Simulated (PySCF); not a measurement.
Spectrum to structure. Theory: TDDFT CAM-B3LYP/def2-SVPD, vertical, gas phase, core orbitals frozen in the response (PySCF). Geometries: GFN2-xTB, one conformer each.

```
state  λ (nm)       f
   S1   197.2   0.023
   S2   195.1   0.012
   S3   190.6   0.014
   S4   184.8   0.026
   S5   181.9  0.0022
   S6   178.5   0.031
   S7   176.5   0.047
   S8   175.2   0.018
```

**Question.** Which candidate is it?
A. `CC[Si]1(F)CSC1`
B. `CC#C[C@H]1C=C1F`
C. `C=CCOCCC`
D. `C=C(CO)C(=O)OC`
E. `Fc1ccccc1`

**Answer.** B. Its S1 lies at 6.29 eV; the nearest of the others has S1 at 7.04 eV. S1 is HOMO→LUMO+1 (21%), HOMO→LUMO (18%), HOMO-1→LUMO (14%). Löwdin shares by element: HOMO carbon 81% or more (atoms not listed hold the other 19%); LUMO carbon 60% or more (atoms not listed hold the other 40%). At the same level the other candidates give, for their lowest levels:
- `C=CCOCCC`: 176 nm (f 0.090); 171 nm (f 0.014); 163 nm (f 0.053); 160 nm (f 0.395); 155 nm (f 0.023); T1 4.48 eV; HOMO -8.76, LUMO 1.33 eV
- `CC[Si]1(F)CSC1`: 256 nm (f 0.000); 214 nm (f 0.020); 200 nm (f 0.006); 190 nm (f 0.017); 184 nm (f 0.022); T1 4.42 eV; HOMO -7.75, LUMO 0.79 eV
- `C=C(CO)C(=O)OC`: 241 nm (f 0.000); 203 nm (f 0.188); 188 nm (f 0.062); 174 nm (f 0.014); 172 nm (f 0.118); T1 3.79 eV; HOMO -9.27, LUMO -0.29 eV
- `Fc1ccccc1`: 225 nm (f 0.012); 197 nm (f 0.001); 171 nm (f 0.596); 171 nm (f 0.005); 170 nm (f 0.588); T1 4.19 eV; HOMO -8.54, LUMO 0.53 eV
Triplets come from the Tamm–Dancoff approximation.
